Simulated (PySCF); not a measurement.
**A small calculation by hand: entropy of an ideal gas**

CH2Cl2, SMILES ClCCl.

Geometry optimised at PBE0-D3(BJ)/def2-TZVP.

PySCF with PBE0-D3(BJ)/def2-TZVP gives the harmonic wavenumbers 285, 732, 772, 904, 1179, 1288, 1461, 3128, 3205 cm⁻¹ and the rotational temperatures 1.5678, 0.1569, 0.1454 K. The molar mass is 84.93 g/mol, the symmetry number 2, the spin multiplicity 1.

Work out the entropy at 298.15 K and 1 atm in the rigid-rotor, harmonic-oscillator model.


Translation (Sackur–Tetrode at 1 atm): S = R[1.5 ln M + 2.5 ln T − 1.16487] = 164.1 J/(mol K).
Rotation: q = (√π/σ) T^1.5/√(θA θB θC) = 24100, S = R[ln q + 3/2] = 96.4 J/(mol K).
Vibration: with u = 1.4388 ν/T, each mode gives R[u/(e^u − 1) − ln(1 − e^−u)]:
```
ν (cm⁻¹)  modes     u  S (J/(mol K))
--------  -----  ----  -------------
285           1  1.38           6.29
732           1  3.53           1.13
772           1  3.73           0.97
904           1  4.36           0.58
1179          1  5.69           0.19
1288          1  6.22           0.12
1461          1  7.05           0.06
```
The stiffer modes add less than 0.005 each. Sum 9.3 J/(mol K).
Spin: R ln 1 = 0.0 J/(mol K).
Total 269.8 J/(mol K); the program's own thermochemistry gives 269.8. Translation makes up 61 % and vibration 3 %. Anharmonicity, hindered rotation and orbital degeneracy are left out.
